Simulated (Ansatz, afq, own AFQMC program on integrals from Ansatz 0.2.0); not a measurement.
## Where AFQMC and coupled cluster stand for CH$_{4}$Si, singlet

```xyz
6

Si    0.0000    0.0000    0.5299
C     0.0000    0.0000   -1.1689
H     0.0000    1.2445    1.3276
H     0.0000   -1.2445    1.3276
H     0.0000    0.9175   -1.7458
H     0.0000   -0.9175   -1.7458
```

Connectivity, by distances: SiH2–CH2.

Basis 6-31G. Only valence electrons are correlated. AFQMC by an in-house program on the Cholesky factors that Ansatz 0.2.0 writes for its CCSD(T) run. ph-AFQMC/CISD is guided by a CISD state made of CCSD amplitudes; releasing the constraint for a short imaginary time cuts its bias at the price of noise, slowly where states lie close. Free AFQMC starts from the CCSD state and is never constrained. Its projection time is finite, and what remains of the start isn't in its error. Uncertainties: one standard error, sampling alone.

Determinant: UHF, the one that the program's search chose, which needn't be the lowest solution. The geometry is a point of a scan.

No full CI on the walks' own integrals is used here; CCSDT(Q) serves as the reference and is uncertain by about the last step of the cluster series.

Cautions: higher spins were not checked; an unrestricted solution with more broken spin lies lower (126 meV, ⟨S²⟩ 0.38), while this determinant keeps restricted orbitals.

* T1 diagnostic: 0.0120
* weight of the determinant in the CISD state: 0.879
* ⟨S²⟩ of the determinant: 0.000
* size of the correlated space: 12 electrons in 24 orbitals

Reference: CCSDT(Q), correlation energy -5.145 eV. The released energy is read at 2.40 1/Eh (meV from the phaseless value at times in 1/Eh: 2 ± 12 at 0.24, -4 ± 8 at 0.51, -14 ± 6 at 0.99, -4 ± 7 at 1.62, -5 ± 8 at 2.40).

| level | E − E(reference) (kJ/mol) | share of correlation (%) |
| --- | --- | --- |
| HF | 496.5 | 0.00 |
| MP2 | 91.5 | 81.56 |
| CCSD | 15.3 | 96.91 |
| CCSD(T) | 2.3 | 99.53 |
| CCSDT | 1.1 | 99.78 |
| ph-AFQMC/HF | 4.5 ± 6.1 | 99.10 |
| ph-AFQMC/CISD | 1.7 ± 1.0 | 99.66 |
| released AFQMC | 1.2 ± 0.8 | 99.75 |
| free AFQMC | 0.3 ± 0.9 | 99.95 |

Free projections are given only where their last times agree within the noise and don't stop above the reference; a slow remainder of the start can still hide under it. A walk keeps the symmetry of its determinant, which the program's search chose and which needn't be the lowest solution, so a lower state of the same spin and another symmetry isn't excluded. Released energies are given only where the last usable release times agree within the noise; a slower fall can still hide under it.
